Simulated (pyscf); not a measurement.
This saddle point was located with ωB97X-D3(BJ)/def2-SVP in PySCF.

```xyz
9

N     -0.8728     0.5661    -0.7103
Si    -0.0876    -0.1630     0.6031
F      1.4253    -0.3257    -0.0125
H     -1.8089     0.9456    -0.6559
H     -0.4293     0.6420    -1.6173
H      0.5867     0.8444     1.7868
H     -0.3229    -1.5118     1.1452
F     -1.4797     0.5235     1.7652
H     -0.3666     0.8910     2.0161
```

Surface: singlet, charge 0. Lowest wavenumbers (cm⁻¹): 1021i, 274, 280, 301, 332.

**Question.** Name the species on either side of this saddle.

**Answer.** H₂N–SiH₂–F + HF <-> H₂N–SiH(F)–F + H₂, a four-centre exchange read from left to right: H–Si, F–H broken and F–Si, H–H formed. At ωB97M-D3(BJ)/def2-TZVP it lies +21.3 kcal/mol from the left side and +54.5 kcal/mol from the right (each side as separated species at their lowest minima found). On the reactant side the descent ends in a bound adduct (not fully relaxed), 8.3 kcal/mol under the separated species and 30.0 kcal/mol under the saddle at ωB97X-D3(BJ)/def2-TZVP. The same reactants have a lower exit, to F–SiH₂–F + NH₃ (barrier +3.0 kcal/mol at ωB97M-D3(BJ)/def2-TZVP, against +21.3 kcal/mol here). This is the saddle that the search found; another between the same sides may lie lower.
